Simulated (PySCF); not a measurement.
CH₆NP.
Z-matrix (Å and degrees, PBE0-D3(BJ)/def2-SVP geometry), rows numbered from 1:
```
C 
N   1  1.4351
P   2  1.5563  1  125.15
H   1  1.1100  2  114.02  3   -62.92
H   1  1.1028  2  109.27  3   178.46
H   1  1.1103  2  114.13  3    59.75
H   3  1.4446  2  122.00  1    62.46
H   3  1.4121  2  110.19  1  -179.40
H   3  1.4445  2  121.82  1   -61.18
```

Method used: core-valence-separated Tamm–Dancoff BHandHLYP/aug-pcX-1 (pcseg-1 on H, def2-SVPD on P) in PySCF, non-relativistic, gas phase, PBE0-D3(BJ)/def2-SVP geometry. The energies are unshifted.

**Question.** What does the N 1s absorption edge look like?

**Answer.** 
| E (eV) | f | core hole on | main final orbital |
| --- | --- | --- | --- |
| 397.65 | 0.0315 | N2 | LUMO+1 (77 %) |
| 399.17 | 0.0287 | N2 | LUMO+6 (83 %) |
| 399.31 | 0.0029 | N2 | LUMO (87 %) |
| 399.51 | 0.0026 | N2 | LUMO+5 (55 %) |
| 400.34 | 0.0085 | N2 | LUMO+2 (54 %) |
| 400.65 | 0.0006 | N2 | LUMO+3 (59 %) |
| 400.81 | 0.0001 | N2 | LUMO+4 (94 %) |

The first line with a tenth or more of the strongest one's intensity is at 397.65 eV (f = 0.032), with the hole on N2 (nitrogen bonded to C and P). It is also the strongest listed.

**Question.** Give energies, oscillator strengths and core holes at the C K edge.

**Answer.** 
| E (eV) | f | core hole on | main final orbital |
| --- | --- | --- | --- |
| 285.92 | 0.0094 | C1 | LUMO (60 %) |
| 286.70 | 0.0041 | C1 | LUMO+2 (39 %) |
| 286.80 | 0.0353 | C1 | LUMO+4 (65 %) |
| 286.97 | 0.0284 | C1 | LUMO+3 (56 %) |
| 287.30 | 0.0002 | C1 | LUMO+2 (34 %) |
| 287.49 | 0.0159 | C1 | LUMO+5 (71 %) |
| 288.21 | 0.0003 | C1 | LUMO+6 (78 %) |

The first line with a tenth or more of the strongest one's intensity is at 285.92 eV (f = 0.009), with the hole on C1 (N-methyl carbon). The strongest listed is at 286.80 eV (f = 0.035; C1).

Roots within 0.03 eV whose holes lie on the same, on equivalent or on shared atoms are summed into one line, and the highest roots are left out, as the search may have cut off their partners. Final orbitals are the ground state's empty Kohn–Sham orbitals.

**Question.** What is the summed oscillator strength of the listed N K lines, and their intensity-weighted mean energy?

**Answer.** Σf = 0.075 over 7 lines from 397.65 to 400.81 eV; the weighted mean is 398.69 eV. The strongest line holds 42 % of the sum.

The list ends where the root search ended, not at a threshold.

The run took 2.9 s wall on one thread of an Arm Neoverse V1 (shared host), and the process peaked at 0.48 GiB of memory.
